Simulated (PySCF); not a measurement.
C4H4N2.
Numbering: `[CH2:1]=[N:2][C:3](=[CH2:4])[C:5]#[N:6]` (hydrogens: H7, H8 on C1; H9, H10 on C4)

Torsions of this conformer, `[CH2:1]=[N:2][C:3](=[CH2:4])[C:5]#[N:6]`: C1–N2–C3–C4 -158°.

The closed-shell ground state was solved at several levels (PySCF, density fitting, gas phase, non-relativistic). The structure is a single GFN2-xTB conformer in the gas phase; no vibrational or solvent corrections.

| level | basis functions | HOMO (eV) | LUMO (eV) | gap (eV) | dipole (D) |
| --- | --- | --- | --- | --- | --- |
| PBE0/pcSseg-1 | 122 | -7.77 | -2.11 | 5.66 | 2.50 |
| B3LYP/pcJ-1 | 202 | -7.54 | -2.31 | 5.23 | 2.50 |

Question: What might wB97X-D/def2-SVPD (152 basis functions) give for the same quantities?

Answer: HOMO -9.61 eV, LUMO -0.37 eV, gap 9.24 eV, dipole 2.59 D.

Question: Over all these levels, which gives the widest orbital gap and which the narrowest?

Answer: wB97X-D/def2-SVPD (range-separated hybrid) has the widest, 9.24 eV, and B3LYP/pcJ-1 (global hybrid, 20 % exact exchange) the narrowest, 5.23 eV. Functional and basis both differ between the two, so the spread mixes both effects.

Question: How far do the dipole and the HOMO energy spread over the levels?

Answer: The dipole runs from 2.50 to 2.59 D (mean 2.53 D) and the HOMO from -9.61 to -7.54 eV.
